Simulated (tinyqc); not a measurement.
CIS and TDHF on RHF in the sto-3g basis, for H2O, spin multiplicity 1, step by step. One step of it, computed by the program tinyqc.

Problem. TDHF (RPA) triplet states. B(ia,jb) = - (ib|ja); the squared energies are the eigenvalues of (A - B)(A + B); 1 hartree = 27.211386 eV.

CIS matrix A, triplet (hartree), order 1>6, 1>7, 2>6, 2>7, 3>6, 3>7, 4>6, 4>7, 5>6, 5>7:
```
[[20.002081, 0.009506, 0.007348, -0.000609, 0.003281, -0.007269, -0.018777, -0.004457, 0.000000, 0.000000],
 [0.009506, 20.090981, -0.000609, 0.008908, -0.007269, -0.006074, -0.004457, -0.005381, 0.000000, 0.000000],
 [0.007348, -0.000609, 1.196585, -0.006475, 0.047954, -0.078345, -0.050661, -0.016957, 0.000000, 0.000000],
 [-0.000609, 0.008908, -0.006475, 1.321943, -0.078345, -0.055785, -0.016957, 0.010973, 0.000000, 0.000000],
 [0.003281, -0.007269, 0.047954, -0.078345, 0.574668, 0.009350, 0.029301, -0.042556, 0.000000, 0.000000],
 [-0.007269, -0.006074, -0.078345, -0.055785, 0.009350, 0.688914, -0.042556, -0.032170, 0.000000, 0.000000],
 [-0.018777, -0.004457, -0.050661, -0.016957, 0.029301, -0.042556, 0.446351, 0.018035, 0.000000, 0.000000],
 [-0.004457, -0.005381, -0.016957, 0.010973, -0.042556, -0.032170, 0.018035, 0.557129, 0.000000, 0.000000],
 [0.000000, 0.000000, 0.000000, 0.000000, 0.000000, 0.000000, 0.000000, 0.000000, 0.354427, 0.005543],
 [0.000000, 0.000000, 0.000000, 0.000000, 0.000000, 0.000000, 0.000000, 0.000000, 0.005543, 0.468700]]
```

Two-electron integrals over orbitals (pq|rs), unique and non-zero (hartree):
```
(11|11) 4.745277    (21|11) -0.419755   (21|21) 0.058930    (22|11) 1.008009
(22|21) -0.013566   (22|22) 0.726576    (31|11) 0.025437    (31|21) -0.002994
(31|22) 0.002771    (31|31) 0.011141    (32|11) -0.011765   (32|21) 0.001521
(32|22) 0.010617    (32|31) 0.017413    (32|32) 0.139688    (33|11) 0.791018
(33|21) -0.004646   (33|22) 0.636323    (33|31) -0.000919   (33|32) -0.004669
(33|33) 0.621747    (41|11) 0.179138    (41|21) -0.022448   (41|22) 0.014902
(41|31) 0.001966    (41|32) 0.000198    (41|33) 0.006144    (41|41) 0.026570
(42|11) -0.136157   (42|21) 0.008868    (42|22) -0.005099   (42|31) 0.000015
(42|32) 0.002228    (42|33) 0.005096    (42|41) 0.018503    (42|42) 0.125775
(43|11) 0.027211    (43|21) -0.001065   (43|22) 0.010082    (43|31) -0.003228
(43|32) 0.021804    (43|33) 0.005717    (43|41) -0.001472   (43|42) -0.012271
(43|43) 0.051141    (44|11) 0.975732    (44|21) -0.012728   (44|22) 0.669385
(44|31) -0.000036   (44|32) -0.011024   (44|33) 0.588974    (44|41) -0.010338
(44|42) -0.100547   (44|43) 0.013517    (44|44) 0.753015    (51|51) 0.026017
(52|51) 0.032647    (52|52) 0.145924    (53|51) -0.001915   (53|52) -0.006538
(53|53) 0.028532    (54|51) -0.013054   (54|52) -0.046328   (54|53) 0.003827
(54|54) 0.053459    (55|11) 1.115344    (55|21) -0.011810   (55|22) 0.748864
(55|31) 0.000708    (55|32) -0.005830   (55|33) 0.622002    (55|41) 0.005010
(55|42) -0.073173   (55|43) 0.015385    (55|44) 0.715165    (55|55) 0.880159
(61|11) 0.211351    (61|21) -0.031793   (61|22) 0.001302    (61|31) 0.005212
(61|32) 0.005042    (61|33) -0.000825   (61|41) -0.000949   (61|42) -0.019992
(61|43) 0.000608    (61|44) 0.017384    (61|55) 0.005596    (61|61) 0.028256
(62|11) -0.276733   (62|21) 0.006075    (62|22) -0.130956   (62|31) 0.002875
(62|32) 0.016576    (62|33) -0.071325   (62|41) -0.017999   (62|42) -0.025302
(62|43) -0.009626   (62|44) -0.072379   (62|55) -0.143976   (62|61) 0.009197
(62|62) 0.094943    (63|11) 0.106066    (63|21) -0.002203   (63|22) 0.048219
(63|31) -0.003094   (63|32) 0.033083    (63|33) 0.029683    (63|41) 0.000586
(63|42) -0.020856   (63|43) 0.032827    (63|44) 0.037892    (63|55) 0.058483
(63|61) 0.000278    (63|62) -0.028199   (63|63) 0.077525    (64|11) -0.235030
(64|21) 0.002689    (64|22) -0.105929   (64|31) -0.002656   (64|32) -0.020728
(64|33) -0.044880   (64|41) -0.001387   (64|42) 0.040108    (64|43) -0.012141
(64|44) -0.123938   (64|55) -0.127113   (64|61) -0.002116   (64|62) 0.054432
(64|63) -0.041513   (64|64) 0.084008    (65|51) -0.013998   (65|52) -0.053189
(65|53) 0.008918    (65|54) -0.001399   (65|65) 0.035836    (66|11) 0.799464
(66|21) -0.007348   (66|22) 0.603830    (66|31) -0.003281   (66|32) -0.047954
(66|33) 0.567691    (66|41) 0.018777    (66|42) 0.050661    (66|43) -0.029301
(66|44) 0.555742    (66|55) 0.587204    (66|61) -0.009145   (66|62) -0.089274
(66|63) -0.018147   (66|64) -0.033632   (66|66) 0.621928    (71|11) 0.075826
(71|21) -0.011885   (71|22) -0.001022   (71|31) -0.013925   (71|32) -0.021946
(71|33) 0.001949    (71|41) 0.001122    (71|42) -0.004932   (71|43) 0.004865
(71|44) 0.005159    (71|55) 0.001937    (71|61) 0.003375    (71|62) -0.003203
(71|63) 0.004167    (71|64) 0.002850    (71|66) 0.003987    (71|71) 0.021954
(72|11) -0.105624   (72|21) 0.002021    (72|22) -0.049282   (72|31) -0.013904
(72|32) -0.040899   (72|33) -0.018486   (72|41) -0.004679   (72|42) 0.000808
(72|43) 0.031236    (72|44) -0.034124   (72|55) -0.053643   (72|61) -0.003325
(72|62) 0.012907    (72|63) 0.024153    (72|64) 0.023366    (72|66) -0.033842
(72|71) 0.017291    (72|72) 0.068910    (73|11) -0.346998   (73|21) 0.006967
(73|22) -0.136189   (73|31) -0.000118   (73|32) 0.022657    (73|33) -0.086136
(73|41) 0.000764    (73|42) 0.074015    (73|43) -0.002299   (73|44) -0.147415
(73|55) -0.183677   (73|61) -0.006041   (73|62) 0.064308    (73|63) -0.022344
(73|64) 0.075831    (73|66) -0.052504   (73|71) -0.002170   (73|72) 0.033617
(73|73) 0.147870    (74|11) -0.042469   (74|21) 0.000563    (74|22) -0.013277
(74|31) 0.008825    (74|32) 0.072569    (74|33) -0.012174   (74|41) -0.001273
(74|42) 0.001262    (74|43) 0.000633    (74|44) -0.024932   (74|55) -0.021705
(74|61) 0.003853    (74|62) 0.019334    (74|63) 0.036912    (74|64) -0.006485
(74|66) -0.040366   (74|71) -0.011446   (74|72) -0.010691   (74|73) 0.030195
(74|74) 0.065628    (75|51) -0.004986   (75|52) -0.019194   (75|53) -0.021907
(75|54) 0.002073    (75|65) 0.003951    (75|75) 0.025871    (76|11) -0.009506
(76|21) 0.000609    (76|22) 0.006475    (76|31) 0.007269    (76|32) 0.078345
(76|33) -0.009350   (76|41) 0.004457    (76|42) 0.016957    (76|43) 0.042556
(76|44) -0.018035   (76|55) -0.005543   (76|61) -0.000974   (76|62) -0.008498
(76|63) 0.046616    (76|64) -0.019364   (76|66) -0.043515   (76|71) -0.009871
(76|72) 0.006215    (76|73) 0.030247    (76|74) 0.043882    (76|76) 0.084550
(77|11) 0.856072    (77|21) -0.008908   (77|22) 0.623979    (77|31) 0.006074
(77|32) 0.055785    (77|33) 0.598952    (77|41) 0.005381    (77|42) -0.010973
(77|43) 0.032170    (77|44) 0.590471    (77|55) 0.618439    (77|61) 0.005212
(77|62) -0.064235   (77|63) 0.061510    (77|64) -0.058077   (77|66) 0.532442
(77|71) -0.005622   (77|72) -0.020377   (77|73) -0.072329   (77|74) 0.025448
(77|76) 0.043148    (77|77) 0.642015
```

Give: TDHF matrix B, triplet; squared energies w^2; TDHF energies from the positive w^2.

Solution.

TDHF matrix B, triplet (hartree), order 1>6, 1>7, 2>6, 2>7, 3>6, 3>7, 4>6, 4>7, 5>6, 5>7:
```
[[-0.0283, -0.0034, -0.0092, 0.0032, -0.0003, -0.0042, 0.0021, -0.0029, 0.0000, 0.0000],
 [-0.0034, -0.0220, 0.0033, -0.0173, 0.0060, 0.0022, -0.0039, 0.0114, 0.0000, 0.0000],
 [-0.0092, 0.0033, -0.0949, -0.0129, 0.0282, -0.0242, -0.0544, -0.0234, 0.0000, 0.0000],
 [0.0032, -0.0173, -0.0129, -0.0689, -0.0643, -0.0336, -0.0193, 0.0107, 0.0000, 0.0000],
 [-0.0003, 0.0060, 0.0282, -0.0643, -0.0775, 0.0223, 0.0415, -0.0758, 0.0000, 0.0000],
 [-0.0042, 0.0022, -0.0242, -0.0336, 0.0223, -0.1479, -0.0369, -0.0302, 0.0000, 0.0000],
 [0.0021, -0.0039, -0.0544, -0.0193, 0.0415, -0.0369, -0.0840, 0.0065, 0.0000, 0.0000],
 [-0.0029, 0.0114, -0.0234, 0.0107, -0.0758, -0.0302, 0.0065, -0.0656, 0.0000, 0.0000],
 [0.0000, 0.0000, 0.0000, 0.0000, 0.0000, 0.0000, 0.0000, 0.0000, -0.0358, -0.0040],
 [0.0000, 0.0000, 0.0000, 0.0000, 0.0000, 0.0000, 0.0000, 0.0000, -0.0040, -0.0259]]
```

squared energies w^2 (hartree^2): [0.1242, 0.1536, 0.2192, 0.2523, 0.3460, 0.4633, 1.4633, 1.7739, 400.0429, 403.6870]

TDHF energies from the positive w^2 (eV): [9.5881, 10.6654, 12.7406, 13.6684, 16.0061, 18.5211, 32.9163, 36.2423, 544.2569, 546.7302]
